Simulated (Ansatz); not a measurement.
A calculation with Ansatz (development build ahead of 0.2.0).

```yaml
crystal:
  periodic: [false, false, false]
  atoms:
    - { symbol: Na, position_ang: [0.0, 0.0, 0.0] }
    - { symbol: Cl, position_ang: [1.71666, 2.28888, 4.95558] }
basis:
  gaussian: { orbitals: STO-3G }
hamiltonian:
  xc: hf
correlation:
  method: fci
  frozen_orbitals: { Cl: 5, Na: 1 }
```

The input is written out in the form of the current development build from the run's settings.

The run gave:

```yaml
Converged: yes
Total_energy: -614.39813 hartree
State: lowest singlet root, of any spatial symmetry
```
